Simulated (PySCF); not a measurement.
Compound: glycidol, C₃H₆O₂.
SMILES: `OC[C@H]1CO1`

The closed-shell SCF was solved with PySCF and density fitting under several settings on one GFN2-xTB geometry (grid level 2 and gas phase unless stated).

```tsv
settings	basis functions	SCF cycles	E (Eh)	HOMO (eV)	LUMO (eV)	dipole (D)
LDA/ANO-RCC-VDZP	100	14	-266.2350	-6.21	-0.15	1.59
revPBE/def2-SVPD	154	15	-268.0659	-6.22	-0.05	1.54
```

Task: Estimate the row for these settings: X3LYP/def2-TZVP, IEF-PCM cyclohexane, grid level 4.

Result: 
| settings | basis functions | SCF cycles | E (Eh) | HOMO (eV) | LUMO (eV) | dipole (D) |
| --- | --- | --- | --- | --- | --- | --- |
| X3LYP/def2-TZVP, IEF-PCM cyclohexane, grid level 4 | 191 | 13 | -268.3234 | -7.59 | 1.03 | 1.70 |

Task: Over all rows, what range does the HOMO–LUMO gap span?

Result: From 6.06 eV (LDA/ANO-RCC-VDZP) to 8.62 eV (X3LYP/def2-TZVP, IEF-PCM cyclohexane, grid level 4). The functional of the narrowest has no exact exchange, that of the widest 22 % exact exchange.

Task: And the dipole moment?

Result: From 1.54 D (revPBE/def2-SVPD) to 1.70 D (X3LYP/def2-TZVP, IEF-PCM cyclohexane, grid level 4); the largest is 1.10 times the smallest, and the median is 1.59 D.

Whole jobs, the steps after the SCF included, on one thread of an Intel Xeon Platinum 8488C, no GPU (shared host):

```csv
settings,work after the SCF,wall time,peak memory
LDA/ANO-RCC-VDZP,"shieldings, ring-centre shieldings",24 s,0.39 GiB
revPBE/def2-SVPD,"3 singlets by full TDDFT, 2 Tamm–Dancoff triplets, polarisability",14 s,0.49 GiB
"X3LYP/def2-TZVP, IEF-PCM cyclohexane, grid level 4","spin–spin couplings from 9 perturbed nuclei, spin–dipole term left out",28 s,0.79 GiB
```

Cycle counts include a coarse-grid stage where the run had one. ANO-RCC sets were contracted for a scalar-relativistic Hamiltonian, but ran non-relativistically here. Geometry: GFN2-xTB, one conformer.

Conformer computed: `[OH:1][CH2:2][C@H:3]1[CH2:4][O:5]1`: O1–C2–C3–C4 -157°, H–O1–C2–C3 57°.
